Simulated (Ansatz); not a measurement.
A trace of molecular dynamics of CH4 + O2S (8 atoms, charge 0, multiplicity 1).

The calculation used RKS PBE-D4/6-31G in Ansatz 0.2.0.

| Quantity | Value |
| --- | --- |
| ensemble | NVT, Nosé–Hoover chain |
| set temperature | 400 K |
| thermostat | time constant 100 fs, chain length 3 (defaults) |
| seed | 622313 |

| time (fs) | T (K) | potential energy less start (eV) | conserved less start (meV/atom) |
| --- | --- | --- | --- |
| 0 | 400 | 0.000 | 0.00 |
| 4 | 255 | 0.134 | 2.64 |
| 8 | 144 | 0.253 | 6.73 |
| 12 | 202 | 0.199 | 5.66 |
| 16 | 229 | 0.150 | 2.02 |
| 20 | 245 | 0.128 | 0.69 |
| 24 | 244 | 0.144 | 2.42 |
| 28 | 101 | 0.290 | 6.69 |
| 32 | 123 | 0.265 | 5.38 |
| 36 | 318 | 0.083 | 1.33 |
| 40 | 296 | 0.100 | 0.94 |
| 44 | 171 | 0.220 | 3.55 |
| 48 | 196 | 0.226 | 6.24 |
| 52 | 185 | 0.227 | 4.86 |
| 56 | 221 | 0.175 | 1.57 |
| 60 | 304 | 0.110 | 0.89 |
| 64 | 195 | 0.223 | 3.98 |
| 68 | 76 | 0.351 | 7.94 |
| 72 | 220 | 0.220 | 4.97 |
| 76 | 336 | 0.105 | 1.14 |
| 80 | 271 | 0.167 | 1.71 |

Can this run be trusted? Judge the integration.

The conserved energy wandered by up to 7.9 meV per atom (net 1.7 meV per atom), which is poor conservation. The mean temperature of the second half is 45 % below the set value. A step of 2 fs is long for free X–H stretches (periods near 10 fs) and can bias their spread and the temperature. A run of 0.08 ps of so small a system gives no equilibrium averages. Limits of this set-up: no polarisation functions. The time step was 2 fs.

Run time: 85 s on 1 thread of Arm Neoverse N1, with other jobs on the host, peak memory 0.082 GiB.
